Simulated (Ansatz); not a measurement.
Basis sets compared for SiCl₂. Charge 0, multiplicity 1. Geometry r2SCAN-D4/def2-TZVP. Ansatz on 4 threads of Arm Neoverse V1 on a shared host; times are rough, and most runs start from earlier orbitals.

```xyz
3

Si   -0.4586   -0.5816    0.4737
Cl    1.1919   -0.8934   -0.7589
Cl   -0.7333    1.4750    0.2851
```

Binding counts from free atoms (Si triplet, Cl doublet) in the same basis, without a counterpoise term.

```json
{"level": "PBE-D4/def2-SVP", "functions": "54", "energy (Eh)": "-1209.0548", "HOMO (eV)": "-6.50", "LUMO (eV)": "-3.51", "binding per atom (eV)": "3.05", "wall time": "0.35 s"}
{"level": "PBE0-D4/def2-SVP", "functions": "54", "energy (Eh)": "-1209.1531", "HOMO (eV)": "-7.66", "LUMO (eV)": "-2.81", "binding per atom (eV)": "2.94", "wall time": "0.4 s"}
```

Task: Estimate the rows for PBE-D4/def2-TZVP, PBE0-D4/def2-TZVP.

Result: 
```json
{"level": "PBE-D4/def2-TZVP", "functions": "111", "energy (Eh)": "-1209.4808", "HOMO (eV)": "-6.65", "LUMO (eV)": "-3.64", "binding per atom (eV)": "3.09", "wall time": "0.55 s"}
{"level": "PBE0-D4/def2-TZVP", "functions": "111", "energy (Eh)": "-1209.5751", "HOMO (eV)": "-7.76", "LUMO (eV)": "-2.88", "binding per atom (eV)": "3.00", "wall time": "0.95 s"}
```
